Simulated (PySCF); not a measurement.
CO₂ + 2 Cl₂ → CCl₄ + O₂

Level: B3LYP in the def2-TZVP basis family, all electrons, no relativity, computed in PySCF with density fitting; open shells unrestricted.

```
species             state and structure  ZPE (kJ/mol)  H(298 K) − H(0) (kJ/mol)  S° (J/(mol K))
    CO₂  singlet, D∞h, C–O 1.160 Å (×2)          30.7                       9.3           213.6
    Cl₂     singlet, D∞h, Cl–Cl 2.014 Å           3.2                       9.2           223.0
   CCl₄  singlet, Td, C–Cl 1.781 Å (×4)          24.1                      17.4           310.7
     O₂       triplet, D∞h, O–O 1.204 Å           9.8                       8.7           205.0
```

Is the gas-phase reaction uphill or downhill in electronic energy at this level, and by how much?

At B3LYP/def2-TZVP, ΔE = 324.9 kJ/mol, uphill. 

Add zero-point, thermal and entropy terms for 298.15 K and 1 bar.

ΔZPE = -3.2 and Δ[H(298) − H(0)] = -1.6 kJ/mol give ΔH° = 320.1 kJ/mol. ΔS° = -143.9 J/(mol K), so ΔG° = 320.1 − 298.15 × (-0.1439) = 363 kJ/mol.

Each species is the lowest minimum found with this bonding; other isomers or fragments can lie lower.
